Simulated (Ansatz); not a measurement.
C4H8O can be A, `OC1CCC1`, or B, `C[C@@H]1O[C@H]1C`.

Computed with Ansatz on PBE0-D4/def2-TZVP structures; ΔE is electronic, products minus reactants. CCSD(T)/CBS is the MP2 limit (def2-TZVPP, def2-QZVPP) plus CCSD(T) − MP2 in def2-TZVPP, frozen cores. Functionals use def2-TZVPP. B3LYP here is the variant with VWN-RPA as its local correlation; programs differ in this. One conformer a species, not always the lowest.

Problem. Which is lower in electronic energy at CCSD(T)/CBS, and by how much? (Estimate.)

Solution. Ansatz gave: A, by 3.3 kcal/mol.

Problem. Give E(B) − E(A) in kcal/mol with MP2/def2-TZVPP, ωB97M-V, B3LYP, CCSD/def2-TZVPP, r2SCAN-D4, PBE0-D4, HF/def2-TZVPP. (Estimate.)

Solution. Ansatz gave: MP2/def2-TZVPP 3.0, ωB97M-V 2.9, B3LYP 0.2, CCSD/def2-TZVPP 3.3, r2SCAN-D4 0.1, PBE0-D4 2.6, HF/def2-TZVPP 1.9. None reverses the order clearly.

Largest T1 diagnostic: 0.011.

In def2-TZVPP, CCSD(T) changes the Hartree–Fock value by +1.1 kcal/mol (the triples alone add −0.3 kcal/mol) and MP2 by +1.1 kcal/mol. From PBE to PBE0 (25 % exact exchange), in def2-TZVPP and without D4, E(B) − E(A) moves by +1.9 kcal/mol.
